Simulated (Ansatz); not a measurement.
CO₂ (charge +1), doublet: energies of several shapes or isomers

Program: Ansatz, Gaussian basis, development build. Basis cc-pVTZ, 3 core orbitals frozen, nonrelativistic. On stretched bonds single-reference methods can fail or change state.

Case A:

| atom | x (Å) | y (Å) | z (Å) |
| --- | --- | --- | --- |
| C | 0.0000 | 0.0000 | 0.0000 |
| O | 0.0000 | 0.0000 | 1.1837 |
| O | 0.0000 | 0.0000 | -1.1737 |

Case B:

```xyz
3

C     0.0000    0.0000    0.0000
O     0.0000    0.0000    1.1987
O     0.0000    0.0000   -1.1587
```

Case C:

```xyz
3

C     0.0000    0.0000    0.0000
O     0.0000    0.0000    1.2187
O     0.0000    0.0000   -1.1387
```

Energy less that of case A, in eV:

| case | RCCSD |
| --- | --- |
| B | +0.016 |
| C | +0.003 |

Question: Give the RCCSD(T) energies against case A.

Answer: B: +0.015 eV (0.3 kcal/mol); C: +0.056 eV (1.3 kcal/mol).
